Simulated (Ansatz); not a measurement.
I need vertical energies of changing the electron count of AlClH4Si, SMILES [SiH3][AlH][Cl]. Use Ansatz 0.2.0 through its Python package. Use (for the species named): CAM-B3LYP, aug-cc-pVDZ basis, multiplicity 1.

```xyz
7

Si   -0.8147    0.5307   -0.2887
Al    1.0204   -0.6058    0.4860
Cl    1.7974   -2.2982   -0.6922
H    -1.9266   -0.3376   -0.4245
H    -0.5596    1.1497   -1.6348
H    -1.1999    1.6654    0.6445
H     1.7442   -0.1722    1.8641
```

The script, `ip.py`:
```python
# -*- coding: utf-8 -*-
"""Vertical ionisation energy and electron affinity of AlClH4Si."""

import ansatz as az
from ase import Atoms


def energy_of(molecule, charge=0, unpaired=0):
    calc = molecule.calculation().basis(gaussian="aug-cc-pVDZ").functional("CAM-B3LYP")
    if charge:
        calc = calc.charge(charge)
    if unpaired:
        calc = calc.spin("collinear", total=unpaired)
    return calc.run(threads=1, pin="off").report["free_energy_ev"]


def main():
    atoms = Atoms(["Si", "Al", "Cl", "H", "H", "H", "H"], positions=[
        [-0.8147, 0.5307, -0.2887],
        [1.0204, -0.6058, 0.486],
        [1.7974, -2.2982, -0.6922],
        [-1.9266, -0.3376, -0.4245],
        [-0.5596, 1.1497, -1.6348],
        [-1.1999, 1.6654, 0.6445],
        [1.7442, -0.1722, 1.8641],
    ])
    molecule = az.Crystal.molecule_from_ase(atoms)

    # delta-SCF style differences, no relaxation
    parent = energy_of(molecule, 0, 0)
    cation = energy_of(molecule, 1, 1)
    print(f"E(N)   = {parent:.5f} eV")
    print(f"E(N-1) = {cation:.5f} eV  (1 unpaired)")
    print(f"vertical ionisation energy {cation - parent:.3f} eV")
    anion = energy_of(molecule, -1, 1)
    print(f"E(N+1) = {anion:.5f} eV  (1 unpaired)")
    print(f"vertical electron affinity {parent - anion:.3f} eV" + ("" if anion < parent else " (unbound in this basis)"))
    print(f"fundamental gap IP - EA = {cation + anion - 2 * parent:.3f} eV")


if __name__ == "__main__":
    main()
```

`python ip.py` gives:
```text
E(N)   = -27064.11450 eV
E(N-1) = -27053.92834 eV  (1 unpaired)
vertical ionisation energy 10.186 eV
E(N+1) = -27064.74949 eV  (1 unpaired)
vertical electron affinity 0.635 eV
fundamental gap IP - EA = 9.551 eV
```

At this unrelaxed geometry removing an electron costs 10.19 eV and adding one releases 0.63 eV.

Caveats:
- Total energies depend on the basis set; only differences at equal settings carry meaning.
- The geometry is a force-field or estimated start, not a minimum of this method, and the basis set is short of its limit. All parts are taken at fixed geometry, without zero-point energy. At an unrelaxed start these energies can be a whole eV from those at the minimum, and a small affinity can change sign.
- Timing: 29 s on 1 thread of Arm Neoverse V2, with other jobs on the host, peak memory 0.52 GiB.
